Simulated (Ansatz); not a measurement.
Results of PBE-D3(BJ) (Ansatz, a program for electronic structure, PAW) for rock-salt MgS.

Numerical settings: plane-wave cutoff 520 eV, 12×12×12 k mesh, Fermi–Dirac smearing 0.01 eV, scalar-relativistic PAW data made under PBE.

Computed at the level's own relaxed cell.

```
CELL_PARAMETERS angstrom
      0.00000     2.57753     2.57753
      2.57753     0.00000     2.57753
      2.57753     2.57753     0.00000
ATOMIC_POSITIONS crystal
  Mg 0.00000 0.00000 0.00000
  S  0.50000 0.50000 0.50000
```

Question: List the 5 lowest band energies at Γ above −25 eV (eV, relative to the valence band maximum), grouping those that round alike.

Answer: At Γ: -12.83, 0.00 (×3), 3.95.
